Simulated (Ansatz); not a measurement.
**HF (hydrogen fluoride) at PBE0/cc-pVTZ**

Aim: the energy change on altering one bond length of HF (hydrogen fluoride) at PBE0/cc-pVTZ, from 2 runs. 

The calculation is run with Ansatz 0.2.0.

37 further runs of the same task are left out: 37 set aside as unsound or not needed.

### 1 The structure to begin with

The species is HF (2 atoms), meant as a singlet with charge 0. As SMILES, `F`. Geometry: relaxed at PBE0-D4/def2-TZVP.

Bond lengths: F1–H2 0.920 Å.

### 2 A single-point energy at PBE0/cc-pVTZ

input.yaml reads:

```yaml
crystal:
  periodic: [false, false, false]
  atoms:
    - symbol: F
      position_ang: [-0.390000, 0.144600, -0.196400]
    - symbol: H
      position_ang: [0.390000, -0.144600, 0.196400]
basis:
  gaussian:
    orbitals: cc-pVTZ
hamiltonian:
  xc: {name: PBE0}
accuracy: high
output:
  orbitals: {seedname: orbitals}
```

On the command line:

```
$ ansatz run input.yaml --threads 1 --pin off --max-ram 3480MiB --events-out events.jsonl --progress --plain --runs-dir runs
```

What it wrote:

```text
Warning: RAYON_NUM_THREADS=1 ignored (pool sized by the plan → 1); use --threads N
Functional definition: PBE0
  name "PBE0"
  parameter a = 0.25
  parameter kappa = 0.804
  parameter beta = 0.06672455060314922
  exchange = (1 - a)*pbe_x(kappa = kappa, mu = beta*pi^2/3) + a*exact_x
  correlation = pbe_c(beta = beta)
585 factors; integrals over basis functions are off by at most 3.6e-9 eV
mean field evaluation 1: about -2730.3043 eV, gradient 3.1e1 eV
mean field evaluation 2: about -2729.2827 eV, gradient 4.4e1 eV
mean field evaluation 4: about -2731.6221 eV, gradient 4.9e-1 eV
mean field evaluation 8: about -2731.6227 eV, gradient 1.4e-3 eV
mean field evaluation 16: about -2731.6227 eV, gradient 3.2e-8 eV
mean field -2731.62268826 eV, -100.3852822331 hartree, gradient 3.2e-8 eV, S^2 0.000000; 0 other end points of the search recorded, 0 dependent functions left out
reference -2731.62268920 eV, -100.3852822678 hartree; 5, 5 occupied and 39, 39 virtual orbitals, 585 factors
Total energy: -2731.62268920 eV, -100.3852822678 hartree
```

Wall time 0.6 s (1 thread of Arm Neoverse V1, shared host).

### 3 The distorted shape

input.yaml reads:

```yaml
crystal:
  periodic: [false, false, false]
  atoms:
    - {symbol: F, position_ang: [-0.507038, 0.187994, -0.255339]}
    - {symbol: H, position_ang: [0.390000, -0.144600, 0.196400]}
basis:
  gaussian: {orbitals: cc-pVTZ}
hamiltonian: {xc: pbe0}
output: {orbitals: {seedname: orbitals}}
accuracy: high
```

On the command line:

```
$ ansatz run input.yaml --threads 1 --pin off --max-ram 3480MiB --events-out events.jsonl --progress --plain --runs-dir runs
```

What it wrote (excerpt; [...] marks lines left out):

```text
Warning: RAYON_NUM_THREADS=1 ignored (pool sized by the plan → 1); use --threads N
[... 7 set-up lines as earlier in the session ...]
586 factors; integrals over basis functions are off by at most 3.2e-9 eV
mean field evaluation 1: about -2729.7529 eV, gradient 3.1e1 eV
mean field evaluation 2: about -2727.9621 eV, gradient 4.9e1 eV
mean field evaluation 4: about -2731.1881 eV, gradient 7.4e-1 eV
mean field evaluation 8: about -2731.1876 eV, gradient 3.5e-3 eV
mean field evaluation 16: about -2731.1876 eV, gradient 4.8e-8 eV
mean field -2731.18757672 eV, -100.3692921789 hartree, gradient 4.8e-8 eV, S^2 0.000000; 0 other end points of the search recorded, 0 dependent functions left out
reference -2731.18757786 eV, -100.3692922210 hartree; 5, 5 occupied and 39, 39 virtual orbitals, 586 factors
Total energy: -2731.18757786 eV, -100.3692922210 hartree
```

It took 0.62 s on 1 thread of Arm Neoverse V1, shared host.

### 4 Outcome

Level: PBE0/cc-pVTZ.

| quantity | value |
| --- | --- |
| first shape: total energy | -100.38528 Eh |
| first shape: HOMO energy | -11.44 eV |
| first shape: LUMO energy | 1.13 eV |
| first shape: HOMO–LUMO gap | 12.57 eV |
| distorted shape: total energy | -100.36929 Eh |
| distorted shape: HOMO energy | -11.12 eV |
| distorted shape: LUMO energy | 0.04 eV |
| distorted shape: HOMO–LUMO gap | 11.16 eV |
| energy change with the F1–H2 bond stretched from 0.920 to 1.058 Å | 0.435 eV |

What this shows: With the F1–H2 bond stretched from 0.920 to 1.058 Å the energy rises by 0.44 eV (42.0 kJ/mol).
